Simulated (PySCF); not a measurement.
**Working out the ionisation energy of B**

B [He] 2s2 2p1 (2P) → B⁺ [He] 2s2 (1S). Calculation: PySCF 2.14, in 6-31G*; the non-relativistic Hamiltonian (point nucleus). Frozen: 1s2. Energies in hartree (1 hartree = 27.21139 eV):

```json
{"part": "UHF", "B (lower)": "-24.521972", "B⁺ (upper)": "-24.234042"}
{"part": "CCSD correlation", "B (lower)": "-0.056344", "B⁺ (upper)": "-0.058740"}
{"part": "(T)", "B (lower)": "-0.000768", "B⁺ (upper)": "0.000000"}
```

Task: What does Hartree-Fock give?

Result: (-24.234042) − (-24.521972) = 0.287930 hartree = 7.835 eV.

Task: What do CCSD and CCSD(T) give?

Result: The CCSD correlation energies differ by -0.002396 hartree = -0.065 eV and the triples by 0.000768 hartree = 0.021 eV, so CCSD gives 7.770 eV and CCSD(T) 7.791 eV.

Measured between the centres of the two terms (NIST): 8.297 eV, so CCSD(T) (valence) is off by -0.506 eV.

The coupled-cluster amplitudes are large, so a single reference is strained.

What remains against the reference includes basis incompleteness, the frozen core and higher excitations.
